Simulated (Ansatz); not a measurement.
# AlNSi: the cost of one run

Program: Ansatz 0.2.0, Gaussian basis. Level of theory: def2-QZVPP, core rule «outside noble gas», up to 11 orbitals frozen. These are calculated values, not measurements.

Plan: UHF; ROHF; CCSD(T) on UHF.

2 further runs of the same task are left out: 2 set aside as unsound or not needed. Runs told in other sessions of the task aren't counted.

## Step 1: What is computed

The geometry is a PBE0/def2-TZVP stationary point (not a proven minimum) of the parent state, kept for this charge and spin.

3 atoms, charge 0, spin multiplicity 3.

Atoms are counted from 1 here; the program's logs count them from 0.

Bond lengths: Al1–Si2 2.631 Å, Si2–N3 1.573 Å. Angles: Al1–Si2–N3 180.0°.

As a file:

```
Al    0.00000    0.00000    2.27830
Si    0.00000    0.00000   -0.35240
N     0.00000    0.00000   -1.92590
```

## Step 2: UHF

Input file in.yaml:

```yaml
crystal:
  periodic: [false, false, false]
  atoms:
    - {symbol: Al, position_ang: [0.000000, 0.000000, 2.278300]}
    - {symbol: Si, position_ang: [0.000000, 0.000000, -0.352400]}
    - {symbol: N, position_ang: [0.000000, 0.000000, -1.925900]}
basis:
  gaussian: {orbitals: "def2-QZVPP.json"}
magnetization: {spin_polarized: true, initial_magnetization: 2}
hamiltonian: {xc: hf}
output: {orbitals: {seedname: orbitals}}
```

Command:

```sh
$ ansatz run in.yaml --threads 1 --pin off --events-out ev --progress --plain --max-ram 2393MiB
```

Q: Estimate wall time and peak memory on 1 thread of Arm Neoverse V2, shared host.

About 58 s, with a peak of 0.54 GiB.
